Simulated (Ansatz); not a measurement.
Relaxation of C3H6N2O (12 atoms, charge 0, multiplicity 1), to a largest force component of 0.015 eV/Å in at most 40 steps.

These are results of Ansatz, RKS B3LYP/6-31G*, not measurements.

```xyz
12
Properties=species:S:1:pos:R:3
N -0.161 -1.373 1.069
C 0.919 -0.586 0.916
N 1.235 0.242 -0.016
C 0.433 0.422 -1.140
C -0.853 1.183 -0.714
O -1.913 0.664 -0.374
H -0.111 -2.075 1.781
H -0.453 -1.801 0.146
H 1.628 -0.735 1.795
H 0.861 0.979 -1.904
H 0.044 -0.549 -1.546
H -0.702 2.289 -0.593
```

Q: Where does it end, and by what steps?

A: It converged. After 14 steps the energy has fallen by 0.664 eV; H8 moved furthest, 0.74 Å.

| step | energy less start (eV) | largest force component (eV/Å) | accepted |
| --- | --- | --- | --- |
| 0 | 0.0000 | 3.824 | yes |
| 1 | -0.3773 | 1.733 | yes |
| 2 | -0.4574 | 1.696 | yes |
| 3 | -0.5463 | 0.982 | yes |
| 4 | -0.5833 | 0.423 | yes |
| 5 | -0.5872 | 0.581 | yes |
| 6 | -0.6042 | 0.108 | yes |
| 7 | -0.6135 | 0.186 | yes |
| 8 | -0.6159 | 0.894 | yes |
| 9 | -0.6345 | 0.793 | yes |
| 10 | -0.6344 | 0.725 | no |
| 11 | -0.6626 | 0.102 | yes |
| 12 | -0.6636 | 0.060 | yes |
| 13 | -0.6637 | 0.036 | yes |
| 14 | -0.6639 | 0.009 | yes |

```xyz
12
Properties=species:S:1:pos:R:3
N -0.035 -1.514 0.887
C 1.014 -0.630 0.899
N 1.314 0.284 0.046
C 0.434 0.416 -1.124
C -0.867 1.071 -0.696
O -1.850 0.442 -0.347
H -0.188 -2.057 1.726
H -0.878 -1.249 0.386
H 1.707 -0.775 1.731
H 0.942 1.047 -1.861
H 0.199 -0.555 -1.587
H -0.865 2.179 -0.641
```

Time of the run: 34 s on 2 threads of Intel(R) Xeon(R) Platinum 8488C (Sapphire Rapids) (shared host), peak memory 0.24 GiB.
